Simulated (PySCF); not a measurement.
How the method changes the constants of PN

State: ¹Σ⁺ (singlet), closed shell. Set-up: PySCF, no relativity, basis sets P aug-pcseg-1, N aug-pcseg-1. De refers to P + N in their high-spin ground configurations, without counterpoise correction. A positive dipole means P(−)N(+).

| Level | Re (Å) | ωe (cm⁻¹) | De (eV) | μ (D) | CPU s a point (SCF and correlation, without the integrals) |
| --- | --- | --- | --- | --- | --- |
| RHF | 1.457 | 1583 | 1.61 | -3.19 | 0.09 |
| RHF-MP2 | 1.537 | 1158 | 5.99 | n/a | 0.13 |
| RHF-SCS-MP2 | 1.529 | 1199 | 5.90 | n/a | n/a |
| RHF-CCSD | 1.503 | 1361 | 5.01 | n/a | n/a |
| RHF-CCSD(T) | 1.515 | 1299 | 5.42 | n/a | 0.95 |
| PBE | 1.510 | 1325 | 6.57 | -2.62 | 0.61 |
| revPBE | 1.514 | 1317 | 6.25 | -2.59 | 0.52 |
| BLYP | 1.513 | 1307 | 6.58 | -2.68 | 0.54 |
| BP86 | 1.511 | 1322 | 6.67 | -2.64 | 0.52 |
| r²SCAN | 1.497 | 1380 | 5.84 | -2.70 | 0.85 |
| PBE0 | 1.489 | 1417 | 5.81 | -2.79 | 1.1 |

Measured (Huber and Herzberg, Constants of Diatomic Molecules (1979)): Re = 1.490866 Å, ωe = 1337.24 cm⁻¹.

The bond length runs from 1.457 Å (RHF) to 1.537 Å (RHF-MP2). De spans 1.61 eV (RHF, mean field) to 6.67 eV (BP86, GGA). Correlation at CCSD(T) changes the Hartree–Fock bond energy by +3.81 eV; the triples alone change it by +0.41 eV.

Correlated steps freeze 6 core orbitals. Correlated levels converge slowly with the basis: in double zeta they bind strong bonds too weakly, by up to about 1 eV, and carry superposition errors of some tenths. Where the molecule has an RHF reference, its open-shell atoms are computed with UHF.

The whole job (state search and all levels along the bond) took about 1.6 min on 1 thread of Oxide Virtual Turin-like (shared host), peak memory 0.58 GiB.
